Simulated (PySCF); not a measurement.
Species: nitrogen sulfide cation, NS (charge +1).
Numbering: `[N:1]#[S+:2]`

Geometry (PBE0-D3(BJ)/def2-SVP, Å), atoms numbered from 1 in this order:
```xyz
2
NS angstrom
N      0.7240   -0.0389    0.0033
S     -0.7068    0.0091   -0.0165
```

Theory: EOM-EE-CCSD/aug-cc-pVTZ in PySCF, restricted Hartree–Fock reference, frozen core, non-relativistic, gas phase, PBE0-D3(BJ)/def2-SVP geometry.

Question: Give the EOM-CCSD singlets and triplets.

Answer: 
```csv
state,E (eV),λ (nm),"main singles (HF orbitals, share of the singles part)"
singlet 1 (×2),5.88,211,HOMO-2→LUMO+1 96 %
singlet 2,6.21,200,"HOMO-1→LUMO+1 49 %, HOMO→LUMO 49 %"
triplet 1,4.20,295,"HOMO→LUMO+1 48 %, HOMO-1→LUMO 48 %"
```

×n marks degenerate levels (orbitals of the first member shown); a last level whose partners the search may have cut is left out.

Question: What is the vertical gap between the lowest excited singlet and the lowest triplet?

Answer: 5.88 − 4.20 = 1.68 eV (162 kJ/mol).

The first EOM-IP-CCSD ionisation energy is 23.90 eV, 17.69 eV above the highest singlet listed and 18.02 eV above the lowest.

T1 diagnostic 0.019. EOM-CCSD puts states of mainly double-excitation character too high. An iterative search for so few roots can pass over a low state.
